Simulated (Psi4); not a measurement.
# BSiH5 (boranylsilane): HF/pcSseg-1 (sfX2C)

What is the electrostatic solvation energy at fixed shape (IEF-PCM, methanol) of BSiH5 (boranylsilane) at HF/pcSseg-1 (sfX2C)? Input form: a Python script.

The results are computed with Psi4 1.11.

1 further run of the same task is left out (set aside as unsound or not needed).

### 1 The structure to begin with

The species is BSiH5 (7 atoms), meant as a singlet with charge 0. SMILES: `B[SiH3]`. The shape is that of a PBE0-D4/def2-TZVP optimisation.

Bond lengths: B1–Si2 2.010 Å, B1–H3 1.196 Å, B1–H4 1.195 Å, Si2–H5 1.492 Å, Si2–H6 1.492 Å, Si2–H7 1.487 Å. Angles: B1–Si2–H5 108.8°, B1–Si2–H6 108.8°, B1–Si2–H7 115.1°, Si2–B1–H3 118.9°, Si2–B1–H4 123.6°, H5–Si2–H6 107.3°, H5–Si2–H7 108.3°, H6–Si2–H7 108.3°, H3–B1–H4 117.5°.

### 2 The energy at HF/pcSseg-1 (sfX2C)

Input file job.py:

```python
import psi4

psi4.set_memory('1600 MB')
psi4.set_num_threads(1)
psi4.core.set_output_file('bh5si.out', False)

m = psi4.geometry("""
0 1
B     -0.043200    -1.189000     0.204300
Si     0.089100     0.785300    -0.148500
H     -1.126000    -1.690600     0.290100
H      0.906400    -1.902500     0.335400
H     -0.616000     1.093400    -1.427200
H     -0.623600     1.516700     0.939600
H      1.474500     1.318800    -0.239500
units angstrom
symmetry c1
no_reorient
no_com
""")

psi4.set_options({
    'scf_type': 'pk',
    'relativistic': 'x2c',
})

e_tot, wfn = psi4.energy('hf/pcSseg-1', molecule=m, return_wfn=True)
print('E =', round(e_tot, 9))
for k, v in sorted(psi4.core.scalar_variables().items()):
    print(f'{k:45s} {v:18.10f}')
```

Command:

```bash
python job.py
```

bh5si.out, cut to the lines that bear on the results:

```text
[...]
  Running in c1 symmetry.
[...]
  Nuclear repulsion =   47.564448936710974
[...]
  Multiplicity = 1
[...]
  Nalpha       = 12
  Nbeta        = 12
[...]
    Number of basis functions: 66
[...]
    WARNING: The X2C and Dirac Hamiltonians have substatially different eigenvalues!
             This is probably caused by the recontraction of the basis set.
[...]
   @RHF iter   1:  -316.97367011326145   -7.99292e-01   3.17036e-03 DIIS/ADIIS
[...]
   @RHF iter   7:  -317.01406831434429   -2.63316e-08   4.33627e-07 DIIS
[...]
    Orbital Energies [Eh]
    ---------------------
    Doubly Occupied:
       1A    -68.945793     2A     -7.617106     3A     -6.140525
       4A     -4.230254     5A     -4.230032     6A     -4.229744
       7A     -0.750872     8A     -0.656223     9A     -0.515783
      10A     -0.480061    11A     -0.467317    12A     -0.421133
[...]
  @RHF Final Energy:  -317.01406831434429
   => Energetics <=
    Nuclear Repulsion Energy =             47.5644489367109742
    One-Electron Energy =                -531.7873632812942333
    Two-Electron Energy =                 167.2088460302389592
    Total Energy =                       -317.0140683143442857
[...]
 Multipole Moments:
 ------------------------------------------------------------------------------------
     Multipole            Electronic (a.u.)      Nuclear  (a.u.)        Total (a.u.)
 ------------------------------------------------------------------------------------
 L = 1.  Multiply by 2.5417464519 to convert [e a0] to [Debye]
 Dipole X            :         -1.9494753            1.9779763            0.0285010
 Dipole Y            :        -10.3841426           10.1761752           -0.2079674
 Dipole Z            :          2.2277662           -2.1903816            0.0373847
 Magnitude           :                                                    0.2132144
[...]
```

The script printed:

```text
E = -317.014068314
CURRENT ENERGY                                   -317.0140683143
CURRENT REFERENCE ENERGY                         -317.0140683143
DD SOLVATION ENERGY                                 0.0000000000
HF KINETIC ENERGY                                 314.4169705576
HF POTENTIAL ENERGY                              -631.4310388720
HF TOTAL ENERGY                                  -317.0140683143
HF VIRIAL RATIO                                     2.0082600432
NUCLEAR REPULSION ENERGY                           47.5644489367
ONE-ELECTRON ENERGY                              -531.7873632813
PCM POLARIZATION ENERGY                             0.0000000000
PE ENERGY                                           0.0000000000
SCF ITERATION ENERGY                             -317.0140683143
SCF ITERATIONS                                      7.0000000000
SCF TOTAL ENERGY                                 -317.0140683143
TWO-ELECTRON ENERGY                               167.2088460302
```

Wall time 1.8 s (1 thread of INTEL XEON PLATINUM 8581C at 2.10GHz (Emerald Rapids), shared host); peak memory 0.23 GiB.

### 3 The energy at HF/pcSseg-1 (sfX2C, IEF-PCM methanol)

Edit job.py of step 2 so:

```diff
@@ -6,3 +6,3 @@
 
-m = psi4.geometry("""
+molecule = psi4.geometry("""
 0 1
@@ -15,3 +15,2 @@
 H      1.474500     1.318800    -0.239500
-units angstrom
 symmetry c1
@@ -24,6 +23,21 @@
     'relativistic': 'x2c',
+    'pcm': True,
 })
+psi4.pcm_helper("""
+  Units = Angstrom
+  Medium {
+    SolverType = IEFPCM
+    Solvent = Methanol
+  }
+  Cavity {
+    Type = GePol
+    RadiiSet = UFF
+    Scaling = False
+    Area = 0.4
+    Mode = Implicit
+  }
+""")
 
-e_tot, wfn = psi4.energy('hf/pcSseg-1', molecule=m, return_wfn=True)
-print('E =', round(e_tot, 9))
+e = psi4.energy('hf/pcSseg-1')
+print(f'hf/pcSseg-1 energy: {e:.10f} Eh')
 for k, v in sorted(psi4.core.scalar_variables().items()):
```

Command:

```bash
python job.py
```

bh5si.out, cut to the lines that bear on the results:

```text
[...]
  Running in c1 symmetry.
[...]
  Nuclear repulsion =   47.564448936710974
[...]
  Multiplicity = 1
[...]
  Nalpha       = 12
  Nbeta        = 12
[...]
    Number of basis functions: 66
[...]
    WARNING: The X2C and Dirac Hamiltonians have substatially different eigenvalues!
             This is probably caused by the recontraction of the basis set.
[...]
   @RHF iter   1:  -316.97604251396467   -7.99604e-01   3.13344e-03 DIIS/ADIIS
[...]
   @RHF iter   7:  -317.01725439930954   -3.12951e-08   5.16892e-07 DIIS
[...]
    Orbital Energies [Eh]
    ---------------------
    Doubly Occupied:
       1A    -68.939371     2A     -7.607906     3A     -6.133526
       4A     -4.223251     5A     -4.223068     6A     -4.222739
       7A     -0.740514     8A     -0.647421     9A     -0.506550
      10A     -0.472668    11A     -0.460766    12A     -0.411621
[...]
  @RHF Final Energy:  -317.01725439930954
   => Energetics <=
    Nuclear Repulsion Energy =             47.5644489367109742
    One-Electron Energy =                -531.6714730001191356
    Two-Electron Energy =                 167.0932672000349442
    PCM Polarization Energy =              -0.0034975359362826
    Total Energy =                       -317.0172543993095360
[...]
 Multipole Moments:
 ------------------------------------------------------------------------------------
     Multipole            Electronic (a.u.)      Nuclear  (a.u.)        Total (a.u.)
 ------------------------------------------------------------------------------------
 L = 1.  Multiply by 2.5417464519 to convert [e a0] to [Debye]
 Dipole X            :         -1.9333318            1.9779763            0.0446446
 Dipole Y            :        -10.4294047           10.1761752           -0.2532295
 Dipole Z            :          2.2359467           -2.1903816            0.0455651
 Magnitude           :                                                    0.2611408
[...]
```

On the terminal:

```text
hf/pcSseg-1 energy: -317.0172543993 Eh
CURRENT ENERGY                                   -317.0172543993
CURRENT REFERENCE ENERGY                         -317.0172543993
DD SOLVATION ENERGY                                 0.0000000000
HF KINETIC ENERGY                                 314.3997494581
HF POTENTIAL ENERGY                              -631.4170038574
HF TOTAL ENERGY                                  -317.0137568634
NUCLEAR REPULSION ENERGY                           47.5644489367
ONE-ELECTRON ENERGY                              -531.6714730001
PCM POLARIZATION ENERGY                            -0.0034975359
PE ENERGY                                           0.0000000000
SCF ITERATION ENERGY                             -317.0172543993
SCF ITERATIONS                                      7.0000000000
SCF TOTAL ENERGY                                 -317.0172543993
TWO-ELECTRON ENERGY                               167.0932672000
```

Run time: 2.6 s. Hardware: 1 thread of INTEL XEON PLATINUM 8581C at 2.10GHz (Emerald Rapids), shared host; peak memory 0.25 GiB.

### 4 Outcome

Level: HF/pcSseg-1 (sfX2C).

```
                                        quantity          value
                         gas phase: total energy  -317.01407 Eh
                        gas phase: dipole moment         0.54 D
                          gas phase: HOMO energy      -11.46 eV
                          gas phase: LUMO energy        1.13 eV
                        gas phase: HOMO–LUMO gap       12.59 eV
                 IEF-PCM, methanol: total energy  -317.01725 Eh
                IEF-PCM, methanol: dipole moment         0.66 D
                  IEF-PCM, methanol: HOMO energy      -11.20 eV
                  IEF-PCM, methanol: LUMO energy        1.58 eV
                IEF-PCM, methanol: HOMO–LUMO gap       12.78 eV
   IEF-PCM, methanol: solvent term in the energy    -9.2 kJ/mol
energy change from gas to solvent at fixed shape      -0.087 eV
```

**Reading.** The solvent model (IEF-PCM, methanol) lowers the energy by 0.09 eV (−2.0 kcal/mol) at the same shape. It holds the electrostatic part alone, without cavity or dispersion terms.
